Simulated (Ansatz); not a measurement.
Compare A (`ClC1=CCC1`) with its isomer B (`C#CCCCl`).

Gas-phase electronic energies from Ansatz, PBE0-D4/def2-TZVP geometries. CCSD(T)/CBS adds triple-zeta CCSD(T) − MP2 to the extrapolated MP2 energy (def2 sets, frozen cores). DFT in def2-TZVPP. B3LYP here is the variant with VWN-RPA as its local correlation; programs differ in this. One conformer a species, not always the lowest.

A:

```xyz
10

Cl   -1.0949   -2.0476    1.4730
C    -0.5068   -0.7181    0.5784
C    -1.0001    0.4840    0.2873
C     0.2292    0.8653   -0.5041
C     0.7899   -0.5465   -0.1535
H    -1.9225    0.9974    0.5220
H     0.0677    1.0324   -1.5718
H     0.8122    1.6943   -0.0954
H     0.9392   -1.2120   -1.0064
H     1.6861   -0.5492    0.4704
```

B:

```xyz
10

C     0.0359   -1.4997    1.7927
C     0.0115   -0.5152    1.1069
C    -0.0174    0.6494    0.2392
C    -0.0038    0.2328   -1.2232
Cl   -0.0393    1.6622   -2.2833
H     0.0575   -2.3647    2.4124
H    -0.9124    1.2450    0.4412
H     0.8444    1.2910    0.4443
H     0.8982   -0.3273   -1.4635
H    -0.8745   -0.3736   -1.4667
```

Question: Which isomer does CCSD(T)/CBS put lower? Give the gap. (An estimate is asked.)

Answer: Computed: A, by 6.0 kcal/mol.

Question: Give E(B) − E(A) in kcal/mol with PBE0-D4, MP2/def2-TZVPP, CCSD(T)/def2-TZVPP, r2SCAN-D4, B3LYP-D4, ωB97M-V, B2PLYP. (Best estimate.)

Answer: The calculation gave: PBE0-D4 12.6, MP2/def2-TZVPP 6.5, CCSD(T)/def2-TZVPP 6.4, r2SCAN-D4 9.8, B3LYP-D4 6.2, ωB97M-V 7.7, B2PLYP 5.0. None reverses the order clearly.

Largest T1 diagnostic: 0.010.

In def2-TZVPP, CCSD(T) changes the Hartree–Fock value by +5.6 kcal/mol (the triples alone add +0.8 kcal/mol) and MP2 by +5.8 kcal/mol. The D4 term adds +0.9 kcal/mol with B3LYP and +0.4 kcal/mol with PBE0; it sums over pairs of atoms, weighted by their polarisabilities, and B3LYP, whose exchange is more repulsive, gets the larger term.
